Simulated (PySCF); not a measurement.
# C3HFO: geometry, NMR shifts, spin-spin couplings, electronic excitations and core binding energies

What NMR shifts, spin-spin couplings, electronic excitations and core binding energies should C3HFO (`O=c1cc1F`) show?

Computed with PySCF 2.14.0, with density-fitted response routines of our own, on a single molecule in the gas phase. Atoms count from 0, in the outputs and in this text.

### 1 The molecule as given

6 atoms, charge 0, multiplicity 1; geometry from: GFN2-xTB.

Bonds of the start (Å): O0–C1 1.19, C1–C2 1.45, C2–C3 1.34, C3–F4 1.32, C3–C1 1.43, C2–H5 1.07.

### 2 Optimising the geometry at PBE0-D3(BJ)/def2-SVP

Job settings and geometry (Å):

```
{"job": {"xc": "PBE0", "basis": "def2-SVP", "d3": "d3bj", "grid": 1, "kind": "geom"}, "charge": 0, "multiplicity": 1}
O     -1.506366    -1.312474     0.533160
C     -0.654936    -0.546349     0.228986
C     -0.168133     0.787170    -0.045258
C      0.691229    -0.241481    -0.148482
F      1.942526    -0.528689    -0.434909
H     -0.301198     1.843813    -0.128776
```

**Question.** This job is followed by: GIAO PBE0/pcSseg-1 NMR shielding, non-relativistic, gas phase; B3LYP/pcJ-1 indirect spin-spin coupling, non-relativistic, gas phase; TDDFT CAM-B3LYP/def2-SVPD, vertical, gas phase, core orbitals frozen in the response; GIAO KT3/pcSseg-2 NMR shielding, non-relativistic, gas phase; delta-SCF UKS SCAN, pcX-2 on the ionised atom, pcseg-1 elsewhere, spin-free X2C. What will the session give for the following? point group; rotational constants (main isotopes); ¹³C shifts against TMS (PBE0/pcSseg-1); ¹H shifts against TMS (PBE0/pcSseg-1); ¹⁷O shifts against H2O (PBE0/pcSseg-1); ¹⁹F shifts against CFCl3 (PBE0/pcSseg-1); largest coupling of the table (B3LYP/pcJ-1); lowest singlet (CAM-B3LYP/def2-SVPD); brightest single state of those computed; lowest triplet; vertical ionisation energy (ΔSCF); C1s binding energies, SCAN/pcX-2; O1s binding energies, SCAN/pcX-2; F1s binding energies, SCAN/pcX-2; range of the shift of O0.

As calculated:

| quantity | value |
| --- | --- |
| point group | Cs |
| rotational constants (main isotopes) | 15.60, 3.87, 3.10 GHz |
| ¹³C shifts against TMS (PBE0/pcSseg-1) | 167.9, 142.1, 134.9 ppm |
| ¹H shifts against TMS (PBE0/pcSseg-1) | 6.83 ppm |
| ¹⁷O shifts against H2O (PBE0/pcSseg-1) | 310.7 ppm |
| ¹⁹F shifts against CFCl3 (PBE0/pcSseg-1) | -56.4 ppm |
| largest coupling of the table (B3LYP/pcJ-1) | ¹J(C,F) C3–F4, -635.7 Hz |
| lowest singlet (CAM-B3LYP/def2-SVPD) | 5.17 eV (240 nm), f = 0.001 |
| brightest single state of those computed | state 9, 8.74 eV, f = 0.318 |
| lowest triplet | 4.67 eV |
| vertical ionisation energy (ΔSCF) | 10.30 eV |
| C1s binding energies, SCAN/pcX-2 | C3 294.74, C1 294.57, C2 292.45 eV |
| O1s binding energies, SCAN/pcX-2 | O0 538.11 eV |
| F1s binding energies, SCAN/pcX-2 | F4 694.58 eV |
| range of the shift of O0 | 274.9 to 310.7 ppm |

In words: Relaxing lowered the energy by 0.031 eV in 7 steps; the close pair that moved most is C2–H5, from 1.068 to 1.092 Å. At PBE0/pcSseg-1: Shielding is most anisotropic at O0 (span 563 ppm, paramagnetic term -374 ppm). Of the pairs tabulated at B3LYP/pcJ-1, C3–F4 couples most strongly (-635.7 Hz; Fermi contact -581.2 Hz). The first singlet state (HOMO→LUMO 0.93) lies at 5.17 eV and is dark; of the 10 states computed, the strongest absorption comes from state 9 at 8.74 eV. The lowest triplet lies 0.51 eV below the lowest singlet (triplets in Tamm-Dancoff, singlets in full TDDFT). ΔSCF puts the ionisation energy at 10.30 eV, 1.17 eV above −ε(HOMO). The C1s levels kept as sound span 2.29 eV, from C2 up to C3. Across the 2 runs the shift of O0 moves most, between 274.9 (KT3/pcSseg-2) and 310.7 ppm (PBE0/pcSseg-1).
